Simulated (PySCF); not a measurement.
# Calculated properties of `FC1=NC=CO1`

C3H2FNO.
Bonds: F1–C2, C2–N3 (aromatic), N3–C4 (aromatic), C4–C5 (aromatic), C5–O6 (aromatic), C2–O6 (aromatic). Hydrogens: H7 on C4; H8 on C5.

Among its groups: pyridine-type ring nitrogen, aromatic ring with oxygen and C–F bond.

GFN2-xTB geometry:

```
Point group of the GFN2-xTB geometry                  : Cs
Rotational constants A, B, C of the GFN2-xTB geometry : 9.760, 3.911, 2.792 GHz
```

**CAM-B3LYP/def2-SVPD ground state and vertical TDDFT (core frozen in the response) (PySCF)**

```
Dipole moment                                                     : 2.51 D
HOMO energy                                                       : -8.84 eV
LUMO energy                                                       : 0.87 eV
HOMO–LUMO gap                                                     : 9.71 eV
Lowest singlet excitation                                         : 6.62 eV (187 nm, f = 0.157)
Strongest line among the 8 lowest singlet transitions             : S1 at 6.62 eV (187 nm, f = 0.157)
Lowest triplet excitation (Tamm–Dancoff)                          : 4.28 eV
Static isotropic polarisability                                   : 41.6 au
Electronic spatial extent ⟨r²⟩ about the centre of nuclear charge : 414 bohr²
```

Monoisotopic mass from the formula: 87.0120 u.

The polarisability is 6.17 Å³ as a volume (1 au = 0.148185 Å³), or 0.95 au for each of the 44 electrons. No computed singlet falls in the visible range (750 to 380 nm, 1.65 to 3.26 eV); S1 lies 3.36 eV above its blue end. With B = h/(8π²I), that is 505.379 GHz u Å² over I, the principal moments of inertia are 51.8, 129.2 and 181.0 u Å² (most abundant isotopes); the inertial defect Ic − Ia − Ib is 0.0 u Å² (zero for a rigid planar frame, negative otherwise). S1 lies 3.09 eV below the HOMO–LUMO gap; its leading configuration is HOMO→LUMO, weight 0.96. The rotational constants make it an asymmetric top with κ = (2B − A − C)/(A − C) = -0.68, nearer the prolate limit (−1).

Geometry: GFN2-xTB; no solvent, vibrations or thermal averaging.
